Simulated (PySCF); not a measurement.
## Dipole moment and polarisability of cyclopentadienethione

Cyclopentadienethione, C5H4S.
Numbering: `[S:1]=[C:2]1[CH:3]=[CH:4][CH:5]=[CH:6]1` (hydrogens: H7 on C3; H8 on C4; H9 on C5; H10 on C6)

Structure used (GFN2-xTB), in Å, numbered top down from 1:
```
atom  x, y, z in Å
S1     2.6921   -0.6689    0.1612
C2     1.1136   -0.2760    0.0649
C3    -0.0091   -1.2016   -0.0593
C4    -1.1354   -0.4736   -0.1058
C5    -0.7868    0.9528   -0.0150
C6     0.5463    1.0699    0.0863
H7     0.1062   -2.2673   -0.1003
H8    -2.1432   -0.8358   -0.1945
H9    -1.5131    1.7447   -0.0306
H10    1.1384    1.9604    0.1706
```

Level: wB97X-D/def2-SVPD (PySCF), static field, nuclei fixed, core orbitals frozen in the response. The polarisability tensor in these axes (au):

```
x   117.24 -11.79   4.43
y   -11.79  73.09   0.30
z     4.43   0.30  48.57
```

**Question.** What are the eigenvalues, a third of the trace, and Δα (Δα² = ½Σ(αi − αj)² over the three pairs)?

**Answer.** Principal values 48.24, 70.22 and 120.44 au; mean 79.64 au = 11.80 Å³ = 13.13 × 10⁻⁴⁰ C²·m²/J; Δα = 64.10 au (80 % of the mean).

**Question.** What is the dipole moment, and where does it point?

**Answer.** (-2.51, 0.62, -0.15) D, 2.59 D in size, pointing from the negative to the positive side. Measured along this direction, the outermost atoms are S1 at the negative end and H9 and H8 at the positive end.

**Question.** Form Σ f/ω² (atomic units) for the 8 lowest TDDFT singlets, given as eV and f, and set it beside the mean polarisability, which is this sum over all singlets: 1.64, 0.0000; 2.32, 0.0005; 4.74, 0.4202; 5.57, 0.0063; 6.24, 0.0001; 6.28, 0.0000; 6.75, 0.0000; 6.87, 0.0659.

**Answer.** They add up to 15.09 au, 18.9 % of the 79.64 au; the largest single term is 13.83 au, from the state at 4.74 eV. Terms in order: 0.00, 0.07, 13.83, 0.15, 0.00, 0.00, 0.00, 1.03 au. Higher excitations give the rest. The strengths listed sum to 0.493.

**Question.** In a dilute gas of rigid molecules at 500 K, how does the orientational term μ²/3kT compare with the electronic polarisability?

**Answer.** In Gaussian units μ²/3kT = 32.42 Å³ against 11.80 Å³, a ratio of 2.75; the Debye molar polarisation (4π/3)N_A(α + μ²/3kT) is 111.6 cm³/mol, leaving out the vibrational part.

**Question.** What molar refraction does this α imply?

**Answer.** Lorentz–Lorenz: R = (4π/3)N_A α = 2.5225 cm³/(mol·Å³) × 11.80 Å³ = 29.8 cm³/mol, in the limit of long wavelengths.

**Question.** Find the Langevin capture rate constant for H3+ (3.023 u) meeting this molecule (96.003 u), k = 2.342 × 10⁻⁹ cm³/s × √(α in Å³ / reduced mass in u).

**Answer.** The reduced mass is 2.93 u, so k = 4.70 × 10⁻⁹ cm³/s. The formula leaves out the permanent dipole, which adds to the capture rate.

**Question.** What would n − 1 = 2πNα be for an ideal gas of these molecules at 500 K and 1 atm, electronic part alone?

**Answer.** N = p/kT = 1.4678 × 10¹⁹ cm⁻³, so n − 1 = 2π × N × 11.80 × 10⁻²⁴ cm³ = 1088 × 10⁻⁶ at long wavelengths.

Geometry: GFN2-xTB; no solvent, vibrations or thermal averaging.

The run behind these numbers computed excited states as well. Time: 18 s of wall time. Hardware: an Arm Neoverse V1 with one thread, on a shared host.
